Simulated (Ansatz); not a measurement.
Results of r²SCAN (PAW; Ansatz, a first-principles code) for diamond-structure Si.

Run with plane-wave cutoff 500 eV, 10×10×10 k mesh, gaussian smearing 0.02 eV, scalar-relativistic PAW data made under PBE.

Cell (relaxed at this level):

```
CELL_PARAMETERS angstrom
      0.00000     2.72211     2.72211
      2.72211     0.00000     2.72211
      2.72211     2.72211     0.00000
ATOMIC_POSITIONS crystal
  Si 0.00000 0.00000 0.00000
  Si 0.25000 0.25000 0.25000
```

Q: Estimate the band gap that the calculation returns.

A: 
band gap: 0.78 eV (on the SCF k mesh)

Measured, for comparison: band gap 1.23 eV (zero-point renormalisation of 0.06 eV added back here (the table's ZPR column); inputs from Chen et al. (2018), doi:10.1103/physrevmaterials.2.073803). Computed (rounded) less measured: band gap -0.45 eV.
